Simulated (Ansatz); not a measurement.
# A basis-limit estimate, worked out

An elementary step of AlSiH₆Cl, singlet (AlSiH₆Cl ([SiH3][AlH2][ClH]) → AlSiH₄Cl ([SiH2][AlH2][Cl]) + H₂; Si–H, H–Cl broken or loosened, Al–Cl, Si–H, H–H formed or tightened). “Start” and “end” are the PBE0-D4/def2-TZVP structures reached by relaxing down either side of its saddle point, with the molecules still in contact.

Computed with Ansatz 0.2.0 (basis: def2-TZVPP and def2-QZVPP); correlated methods freeze the cores.

Energies in eV:

| quantity | end | start |
| --- | --- | --- |
| Hartree–Fock, triple zeta (X = 3) | -27043.84943 | -27044.03479 |
| Hartree–Fock, quadruple zeta (X = 4) | -27044.65187 | -27044.82869 |
| MP2 correlation, X = 3 | -11.80875 | -11.72584 |
| MP2 correlation, X = 4 | -12.82440 | -12.70143 |
| CCSD(T) correlation, X = 3 | -13.91187 | -13.89022 |

Problem. Work out the step energy at the basis limit: extrapolate Hartree–Fock as E(X) = E∞ + A exp(−7.88 √X) and the MP2 correlation as E(X) = E∞ + B X^−2.97 (the exponents that Neese and Valeev fitted for def2-TZVPP and QZVPP), then add CCSD(T) − MP2 in triple zeta.

Solution. Each step is linear, so take the differences first (end − start): Hartree–Fock 0.18536 (X = 3) and 0.17682 (X = 4); MP2 correlation -0.08291 and -0.12297; CCSD(T) correlation -0.02165.
Two points give E∞ = E(4) + w [E(4) − E(3)], with w = 1/(exp(7.88 (2 − √3)) − 1) = 0.1377 for Hartree–Fock and w = 1/((4/3)^2.97 − 1) = 0.7407 for the correlation.
Hartree–Fock: 0.17682 + 0.1377 × (-0.00854) = 0.1756 eV.
MP2 correlation: -0.12297 + 0.7407 × (-0.04006) = -0.1526 eV.
CCSD(T) − MP2: -0.02165 − (-0.08291) = 0.0613 eV.
Sum: 0.1756 + (-0.1526) + 0.0613 = 0.0843 eV, or 1.94 kcal/mol. Plain CCSD(T) in triple zeta gives 0.1637 eV, so the larger basis shifts the result by -0.0794 eV.

No T1 diagnostic of these runs exceeds 0.012.

Labels in which every atom is bracketed show which atoms are joined, not bond orders.

For scale, one of the runs: CCSD(T)/def2-TZVPP, 210 basis functions, launched by `ansatz run in.yaml --threads 2 --pin off --events-out ev --progress --plain --max-ram 4352MiB`. The run took 38 s on 2 CPU threads of an Arm Neoverse V2 (shared host), with 2.5 GiB of host memory at its peak.
